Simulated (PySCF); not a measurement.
Molecule: Methyl cyclopropyl ketone, C$_{5}$H$_{8}$O.

Bonds (- single, = double, # triple, : aromatic): C1-C2 1.506 Å, C2=O3 1.211 Å, C2-C4 1.493 Å, C4-C5 1.511 Å, C5-C6 1.482 Å, C6-C4 1.514 Å. C1 carries H7, H8, H9; C4 carries H10; C5 carries H11, H12; C6 carries H13, H14. H11, H13 are cis to C2 on the ring; H12, H14 are trans to C2 on the ring.

Geometry PBE0-D3(BJ)/def2-SVP throughout; GIAO in PySCF 2.14, gas phase, one conformer, non-relativistic; equivalent atoms averaged; functional PBE0.

(1) How do the absolute shieldings σ depend on the basis set? (ppm; last column core-seconds on shared hosts with different chips, so compare them loosely)

(2) Which nucleus moves most, in ppm?

(3) Taking the largest basis, pcSseg-2 (328 functions), as the yardstick, rank the others by their worst heavy-atom deviation.

Answers

(1) 
```tsv
basis set	functions	C2	C1	C4	C5/C6	O3	H7/H8/H9	H10	H11/H13	H12/H14	core-s
STO-3G	38	99.2	206.1	211.3	214.8	-265.4	30.44	30.86	31.50	31.54	2.5
6-31G	70	-1.9	166.6	176.5	185.0	-269.0	30.26	30.85	31.29	31.58	4.8
pcSseg-0	70	-30.1	156.0	170.3	177.9	-360.4	30.28	31.33	31.57	31.59	4.7
6-31G*	100	-1.1	163.5	173.4	180.5	-221.9	29.90	30.35	30.88	31.11	7
def2-SVP	124	-8.4	163.5	172.8	180.9	-238.7	29.31	29.90	30.49	30.72	8.5
cc-pVDZ	124	-5.6	165.6	174.2	182.8	-232.6	29.24	29.88	30.38	30.65	8.4
pcSseg-1	142	-26.8	151.4	163.7	170.7	-281.9	29.02	29.74	30.30	30.52	9
6-311+G(2d,p)	210	-23.7	154.8	165.0	173.4	-253.9	29.31	29.73	30.48	30.81	19
aug-cc-pVDZ	210	-10.0	164.0	173.8	182.0	-215.7	29.11	29.57	30.31	30.63	22
def2-TZVP	234	-25.5	154.3	165.3	173.5	-260.5	29.29	29.65	30.43	30.75	23
IGLO-III	290	-33.2	150.9	162.0	170.3	-269.5	29.15	29.55	30.30	30.65	35
cc-pVTZ	292	-22.7	155.3	166.4	174.0	-257.5	29.10	29.50	30.26	30.57	33
pcSseg-2	328	-34.5	150.8	162.0	170.1	-272.0	29.02	29.40	30.17	30.50	46
```

(2) O3 (ketone oxygen): from -360.4 ppm with pcSseg-0 to -215.7 ppm with aug-cc-pVDZ. The smallest spread is 1.09 ppm, at H12/H14. Proton shifts span only some 12 ppm, so a few tenths of a ppm matter as much there as several ppm in carbon.

(3) IGLO-III 2.5 ppm (290 functions), pcSseg-1 9.9 ppm (142 functions), def2-TZVP 11.5 ppm (234 functions), cc-pVTZ 14.4 ppm (292 functions), 6-311+G(2d,p) 18.1 ppm (210 functions), 6-31G 32.6 ppm (70 functions), def2-SVP 33.3 ppm (124 functions), cc-pVDZ 39.3 ppm (124 functions), 6-31G* 50.0 ppm (100 functions), aug-cc-pVDZ 56.2 ppm (210 functions), pcSseg-0 88.5 ppm (70 functions), STO-3G 133.7 ppm (38 functions).

A small basis that lands close on one nucleus may do so by chance; judge by the trend and by all nuclei.
